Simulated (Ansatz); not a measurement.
# BH3S: the cost of one run

The runs use Ansatz 0.2.0, Gaussian basis; the settings change from run to run.

12 further runs of the same task are left out: 7 for a known fault of the program, 5 that didn't finish.

## (1) The system

The geometry derives from fragments relaxed apart (PBE0/def2-TZVP) and kept rigid, so it is no stationary point. A hydrogen atom is moved between rigid fragments.

5 atoms, charge 0, spin multiplicity 3.

Atoms are counted from 1 here; the program's logs count them from 0.

Bond lengths: B1–H2 1.193 Å, B1–H3 1.193 Å, B1–H4 1.251 Å. Angles: H2–B1–H3 120.0°, H2–B1–H4 120.0°, H3–B1–H4 120.0°.

## (2) BCCD(T) on ROHF/cc-pVDZ

The input, in.yaml:

```yaml
crystal:
  periodic: [false, false, false]
  atoms:
    - {symbol: B, position_ang: [-2.080257, 0.000000, 0.000000]}
    - {symbol: H, position_ang: [-2.676990, 1.033571, 0.000000]}
    - {symbol: H, position_ang: [-2.676991, -1.033571, 0.000000]}
    - {symbol: H, position_ang: [-0.829257, 0.000000, 0.000000]}
    - {symbol: S, position_ang: [0.895743, 0.000000, 0.000000]}
basis:
  gaussian: {orbitals: cc-pVDZ}
magnetization: {spin_polarized: false, initial_magnetization: 2}
correlation: {method: bccd_t, electrons: outside_noble_gas}
accuracy: high
output: {forces: true}
```

Command:

```bash
> ansatz run in.yaml --threads 1 --pin off --events-out ev --progress --plain --max-ram 2393MiB
```

Q: Estimate wall time and peak memory on 1 thread of Intel Xeon Platinum 8488C, shared host.

About 20 s, with a peak of 0.36 GiB.
